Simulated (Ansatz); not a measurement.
Litharge SnO, treated with revPBE in Ansatz (plane waves, PAW).

Run with plane-wave cutoff 520 eV, 10×10×8 k mesh (along the axes of the cell as run), Fermi–Dirac smearing 0.01 eV, scalar-relativistic PAW data made under PBE.

Properties against volume:

Shape and atoms are relaxed at each volume.

| V (Å³/atom) | P (GPa) | direct gap at Γ (eV) | smallest gap on the k mesh (eV) | c (Å) |
|---|---|---|---|---|
| 19.660 | 0.44 | 1.891 | 0.719 | 5.196 |
| 20.069 | 0.19 | 1.858 | 0.861 | 5.292 |
| 20.479 | 0.00 | 1.835 | 1.003 | 5.390 |
| 20.888 | -0.13 | 1.822 | 1.143 | 5.491 |
| 21.298 | -0.21 | 1.819 | 1.282 | 5.595 |

The fundamental gap (1.00 eV at the equilibrium volume, with added k points) lies elsewhere than Γ–Γ.

Note: for a layered or molecular solid the relaxed cell lies over 5 % above the published volume, where the minimum can be shallow; the cell comes from a level without a dispersion term, which matters for the spacing of layers, chains or molecules; the bulk modulus comes from volumes at which shape and atoms were relaxed.

Spin–orbit coupling is not included.

Ansatz is a first-principles code.
